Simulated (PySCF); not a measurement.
C4H3OS (charge -1).
SMILES with atom numbers: `[O-:1][c:2]1[cH:3][cH:4][cH:5][s:6]1` (hydrogens: H7 on C3; H8 on C4; H9 on C5)

Cartesian coordinates in Å at the PBE0-D3(BJ)/def2-SVP level; atoms count from 1:
```
atom  x, y, z in Å
O1     2.5708    0.6758   -0.1529
C2     1.3706    0.4231   -0.0901
C3     0.6261   -0.7668    0.0539
C4    -0.7844   -0.6131    0.0805
C5    -1.2427    0.6735   -0.0356
S6     0.0852    1.7943   -0.1882
H7     1.1455   -1.7246    0.1349
H8    -1.4657   -1.4651    0.1869
H9    -2.2783    1.0149   -0.0398
```

All values: PBE0/pcSseg-1 (PySCF, non-relativistic), on one gas-phase PBE0-D3(BJ)/def2-SVP geometry that isn't relaxed in the solvent. The solvent is an IEF-PCM continuum (cavity from Bondi-type radii × 1.2). Specific hydrogen bonds and non-electrostatic terms are outside this model.

Gas phase at PBE0/pcSseg-1: HOMO 0.03 eV, LUMO 5.40 eV.

Task: What does the continuum do to the energy and the frontier levels at PBE0/pcSseg-1 in chloroform and acetone?

Result: 
| solvent | ε | E(solvent) − E(gas) (kcal/mol) | polarisation term (kcal/mol) | distortion of the solute (kcal/mol) | HOMO (eV) | LUMO (eV) |
| --- | --- | --- | --- | --- | --- | --- |
| chloroform | 4.711 | -45.12 | -46.12 | 1.00 | -3.60 | 1.85 |
| acetone | 20.49 | -55.26 | -57.08 | 1.82 | -4.37 | 1.11 |

The polarisation term is half the interaction of the solute with the surface charges that it induces; the rest is the cost of distorting the solute's density. The sum is the electrostatic part of solvation alone. From chloroform to acetone the lowering changes by a factor 1.22, Born's factor 1 − 1/ε by 1.21 and ε itself by 4.3.

Task: Which radius a makes Born's formula ΔE = −(q²/2a)(1 − 1/ε) give the value in acetone?

Result: a = q²(1 − 1/ε)/(2|ΔE|) = 2.86 Å, with q = -1 e and |ΔE| = 0.0881 Eh; the farthest nucleus lies 2.66 Å from the centroid of the nuclei. The formula assumes a point charge at the centre of a sphere.

Task: Which Hirshfeld charges (PBE0/pcSseg-1) respond most in acetone (means over atoms taken as equivalent)?

Result: 
```json
{"atoms": "O1", "environment": "aryloxide oxygen", "gas (e)": "-0.401", "solvent (e)": "-0.440", "change": "-0.039"}
{"atoms": "H9", "environment": "aromatic hydrogen", "gas (e)": "+0.004", "solvent (e)": "+0.028", "change": "+0.024"}
{"atoms": "H8", "environment": "aromatic hydrogen", "gas (e)": "+0.014", "solvent (e)": "+0.037", "change": "+0.023"}
{"atoms": "C2", "environment": "aromatic carbon bearing oxygen", "gas (e)": "+0.032", "solvent (e)": "+0.009", "change": "-0.023"}
{"atoms": "H7", "environment": "aromatic hydrogen", "gas (e)": "0.000", "solvent (e)": "+0.012", "change": "+0.012"}
{"atoms": "C5", "environment": "aromatic CH next to a ring sulfur", "gas (e)": "-0.183", "solvent (e)": "-0.174", "change": "+0.009"}
{"atoms": "S6", "environment": "thiophene-type sulfur", "gas (e)": "-0.138", "solvent (e)": "-0.145", "change": "-0.007"}
{"atoms": "C3", "environment": "aromatic CH carbon", "gas (e)": "-0.199", "solvent (e)": "-0.204", "change": "-0.005"}
{"atoms": "C4", "environment": "aromatic CH carbon", "gas (e)": "-0.128", "solvent (e)": "-0.123", "change": "+0.005"}
```

Cost: about 25 s of CPU time on one thread; the machine was shared, so the figure is rough. This is the whole shielding run at PBE0/pcSseg-1 in acetone, SCF included.
